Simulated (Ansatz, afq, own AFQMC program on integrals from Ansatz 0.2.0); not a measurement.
## SiH3⁺, singlet in cc-pVDZ, levels against full CI

```xyz
4

Si    0.0090   -0.0153    0.0000
H     1.4810   -0.0011   -0.0001
H    -1.0178    1.7242   -0.0040
H    -0.7146   -1.2971    0.0030
```

Basis cc-pVDZ. Noble-gas cores (and the filled d shells of Ga–Kr and In–Xe) are frozen. Ansatz 0.2.0 and our own AFQMC program on the same integrals; the CISD trial comes from CCSD amplitudes, and released means the phaseless constraint is let go. Uncertainties: one standard error, sampling alone.

Determinant: RHF, the one that the program's search chose, which needn't be the lowest solution. The geometry is a point of a scan.

Full CI on the same integrals is exact in this basis and with this determinant's frozen core.

The T1 diagnostic is 0.0123, the weight of the determinant in the CISD state is 0.915 and the size of the correlated space is 6 electrons in 28 orbitals.

```
  level  correlation energy (eV)
    MP2                  -2.3972
   CCSD                  -3.1855
CCSD(T)                  -3.2471
```

(1) Estimate where phaseless AFQMC with a CISD trial lies against CCSD(T) on the same integrals.

(1) 18.5 ± 1.3 meV below CCSD(T).

Reference: full CI, correlation energy -3.270 eV. The released energy is read at 2.40 1/Eh (meV from the phaseless value at times in 1/Eh: -1.4 ± 1.2 at 0.24, -1.7 ± 1.3 at 0.51, -3.2 ± 0.8 at 0.99, -3.9 ± 0.7 at 1.62, -3.6 ± 0.9 at 2.40).

| level | E − E(reference) (meV) | share of correlation (%) |
| --- | --- | --- |
| CCSD(T) | 23.3 | 99.29 |
| CCSDT | 3.0 | 99.91 |
| CCSDT(Q) | 0.7 | 99.98 |
| CCSDTQ | 0.0 | 100.00 |
| ph-AFQMC/CISD | 4.8 ± 1.3 | 99.85 |
| released AFQMC | 1.1 ± 0.9 | 99.96 |

CCSDT and higher add their correlation energy to the determinant of the CCSD(T) run, since their own runs factorise the integrals more tightly (a shift of under 2 meV). A walk keeps the symmetry of its determinant, which the program's search chose and which needn't be the lowest solution, so a lower state of the same spin and another symmetry isn't excluded. Released energies are given only where the last usable release times agree within the noise; a slower fall can still hide under it.
